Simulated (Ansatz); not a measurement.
Cost and result for the atomization energy of C₇H₁₆ (`CCCC(C)CC`) (23 atoms, 22 bonds).

```xyz
23

C    -0.672    2.656    0.427
C     0.009    2.070   -0.799
C     0.810    0.805   -0.517
C     0.030   -0.373    0.063
C    -1.114   -0.796   -0.847
C     0.986   -1.530    0.349
C     0.374   -2.689    1.116
H    -1.434    1.983    0.828
H     0.052    2.845    1.225
H    -1.163    3.603    0.192
H     0.688    2.817   -1.224
H    -0.738    1.875   -1.576
H     1.293    0.475   -1.446
H     1.625    1.053    0.175
H    -0.398   -0.061    1.026
H    -0.733   -1.099   -1.828
H    -1.827    0.016   -1.006
H    -1.672   -1.637   -0.432
H     1.396   -1.892   -0.602
H     1.839   -1.139    0.915
H    -0.058   -2.350    2.062
H     1.126   -3.446    1.350
H    -0.419   -3.184    0.550
```

Total charge 0; spin multiplicity 1. The structure was optimised at the PBE0-D4/def2-TZVP level. It is one conformer, not always the lowest. Program: Ansatz. All runs use 3 threads of an AMD EPYC 7R13 on a shared host and a share of an NVIDIA H100 80 GB. Times are those of one run each, without the atoms' runs, and a repeat can differ threefold. Electronic energies, without spin–orbit coupling; frozen cores. CCSD(T)/CBS adds CCSD(T) − MP2 in def2-TZVPP to the MP2 limit, and its time is that of the two runs behind it. T1 = 0.009. B3LYP takes the VWN-RPA correlation (the form of Gaussian; ORCA's B3LYP/G).

CCSD(T)/CBS is a level of theory with its own doubt, some kJ/mol a heavy atom from the limit and from the frozen cores, so smaller differences don't rank the functionals.

| level | functions | wall time |
| --- | --- | --- |
| ωB97X-V/def2-TZVPP | 441 | 4.9 s |
| PBE0-D4/def2-TZVPP | 441 | 5.5 s |
| B2PLYP/def2-TZVPP | 441 | 5.5 s |
| B3LYP-D4/def2-TZVPP (with forces) | 441 | 7 s |
| ωB97M-V/def2-TZVPP (with forces) | 441 | 7 s |
| PBE-D4/def2-TZVPP (with forces) | 441 | 10 s |
| MP2/def2-QZVPP | 879 | 15 s |
| r2SCAN-D4/def2-TZVPP (with forces) | 441 | 16 s |
| CCSD(T)/def2-TZVPP | 441 | 30 s |
| CCSD(T)/CBS(def2) | – | 45 s |

(1) What atomization energy does each give, and how far from CCSD(T)/CBS? (Best estimate.)

Answers

(1) The calculation gave: 
```tsv
level	atomization (kJ/mol)	difference from CCSD(T)/CBS	per bond
ωB97X-V/def2-TZVPP	9150.3	10.1	0.5
PBE0-D4/def2-TZVPP	9202.1	61.9	2.8
B2PLYP/def2-TZVPP	9053.2	-87.0	-4.0
B3LYP-D4/def2-TZVPP (with forces)	9147.3	7.1	0.3
ωB97M-V/def2-TZVPP (with forces)	9162.3	22.1	1.0
PBE-D4/def2-TZVPP (with forces)	9282.7	142.5	6.5
MP2/def2-QZVPP	9130.7	-9.5	-0.4
r2SCAN-D4/def2-TZVPP (with forces)	9155.0	14.8	0.7
CCSD(T)/def2-TZVPP	8960.8	-179.4	-8.2
CCSD(T)/CBS(def2)	9140.2	0.0	0.0
```

In def2-TZVPP, CCSD(T) changes the Hartree–Fock value by +1989.6 kJ/mol (the triples alone add +98.7 kJ/mol) and MP2 by +2054.7 kJ/mol; breaking electron pairs costs correlation energy, which Hartree–Fock lacks. The D4 term adds +75.0 kJ/mol with B3LYP and +40.5 kJ/mol with PBE0; it sums over pairs of atoms, weighted by their polarisabilities, and B3LYP, whose exchange is more repulsive, gets the larger term. From PBE to PBE0 (25 % exact exchange), in def2-TZVPP and without D4, the atomization energy moves by −73.3 kJ/mol: exact exchange takes away binding that semilocal exchange gives to molecules.
